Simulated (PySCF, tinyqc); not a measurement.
Inside a calculation. Method: RHF in the sto-6g basis, for CH2, spin multiplicity 1. This run ends on a higher stationary point, not on the lowest solution. The lowest restricted solution is unstable here: a spin-polarised one lies 0.0272 hartree lower (PySCF). One step of it, computed by the program tinyqc.

Question. Iteration 1: diagonalisation and new density. A level shift of 0.2 hartree raises the virtual space: F + shift (S - S D(s) S), with D(s) the density of one spin (D/2). Diagonalise F' = X^T F X, C = X C', fill 4 alpha and 4 beta electrons from the bottom; D = 2 C_occ C_occ^T; the new density keeps 0.2 of the old one (damping). Each column has its largest component positive (the first on a tie).

Fock matrix F (hartree), lower triangle:
```
,1C 1s,1C 2s,1C 2px,1C 2py,1C 2pz,2H 1s,3H 1s
1C 1s,-13.772806
1C 2s,-3.185002,-1.877090
1C 2px,0.000000,0.000000,-1.173257
1C 2py,0.000000,0.000000,0.000000,-0.712106
1C 2pz,-0.019528,0.126765,0.000000,0.000000,-1.083758
2H 1s,-0.655431,-0.605395,0.000000,-0.278069,-0.215909,-0.461378
3H 1s,-0.655431,-0.605395,0.000000,0.278069,-0.215909,-0.174731,-0.461378
```

X, lower triangle:
```
,1C 1s,1C 2s,1C 2px,1C 2py,1C 2pz,2H 1s,3H 1s
1C 1s,1.025326
1C 2s,-0.144990,1.218387
1C 2px,0.000000,0.000000,1.000000
1C 2py,0.000000,0.000000,0.000000,1.124900
1C 2pz,-0.010680,0.112230,0.000000,0.000000,1.064535
2H 1s,0.022051,-0.283120,0.000000,-0.232229,-0.163363,1.190785
3H 1s,0.022051,-0.283120,0.000000,0.232229,-0.163363,-0.022405,1.190785
```

D at the start, lower triangle:
```
,1C 1s,1C 2s,1C 2px,1C 2py,1C 2pz,2H 1s,3H 1s
1C 1s,0.028316
1C 2s,-0.164268,1.153107
1C 2px,0.000000,0.000000,2.000000
1C 2py,0.000000,0.000000,0.000000,0.395458
1C 2pz,0.151895,-0.433825,0.000000,0.000000,1.814508
2H 1s,0.092589,-1.030673,0.000000,-0.780383,-0.606319,3.059655
3H 1s,0.092589,-1.030673,0.000000,0.780383,-0.606319,-0.020300,3.059655
```

overlap S, lower triangle:
```
,1C 1s,1C 2s,1C 2px,1C 2py,1C 2pz,2H 1s,3H 1s
1C 1s,1.000000
1C 2s,0.243228,1.000000
1C 2px,0.000000,0.000000,1.000000
1C 2py,0.000000,0.000000,0.000000,1.000000
1C 2pz,0.000000,0.000000,0.000000,0.000000,1.000000
2H 1s,0.049646,0.427340,0.000000,0.343721,0.251167,1.000000
3H 1s,0.049646,0.427340,0.000000,-0.343721,0.251167,0.130677,1.000000
```

Give: F' = X^T F X; orbital energies; coefficients C; D after iteration 1.

Answer.

F' = X^T F X (hartree), lower triangle:
```
,1,2,3,4,5,6,7
1,-13.4234
2,-1.3590,-1.1233
3,0.0000,0.0000,-1.1733
4,0.0000,0.0000,0.0000,-0.4437
5,-0.0453,0.2574,0.0000,0.0000,-1.0177
6,-0.1368,-0.1899,0.0000,-0.1279,-0.0768,-0.2078
7,-0.1368,-0.1899,0.0000,0.1279,-0.0768,-0.0246,-0.2078
```

orbital energies (hartree): MO1 -13.5755, MO2 -1.2662, MO3 -1.1733, MO4 -0.8377, MO5 -0.5363, MO6 -0.1174, MO7 -0.0905

coefficients C:
```
,MO1,MO2,MO3,MO4,MO5,MO6,MO7
1C 1s,1.0038,-0.1709,0.0000,-0.1632,0.0000,0.0995,0.0000
1C 2s,-0.0180,0.7511,0.0000,0.6960,0.0000,-0.7934,0.0000
1C 2px,0.0000,0.0000,1.0000,0.0000,0.0000,0.0000,0.0000
1C 2py,0.0000,0.0000,0.0000,0.0000,0.8515,0.0000,-0.8052
1C 2pz,-0.0006,-0.6881,0.0000,0.7114,0.0000,-0.4689,0.0000
2H 1s,0.0046,-0.0082,0.0000,0.0199,0.1844,0.8885,0.8694
3H 1s,0.0046,-0.0082,0.0000,0.0199,-0.1844,0.8885,-0.8694
```

D after iteration 1, lower triangle:
```
,1C 1s,1C 2s,1C 2px,1C 2py,1C 2pz,2H 1s,3H 1s
1C 1s,1.7073
1C 2s,-0.4489,1.9089
1C 2px,0.0000,0.0000,2.0000
1C 2py,0.0000,0.0000,0.0000,0.0791
1C 2pz,0.0318,-0.1215,0.0000,0.0000,1.9301
2H 1s,0.0229,-0.1939,0.0000,-0.1561,-0.0896,0.6127
3H 1s,0.0229,-0.1939,0.0000,0.1561,-0.0896,-0.0033,0.6127
```
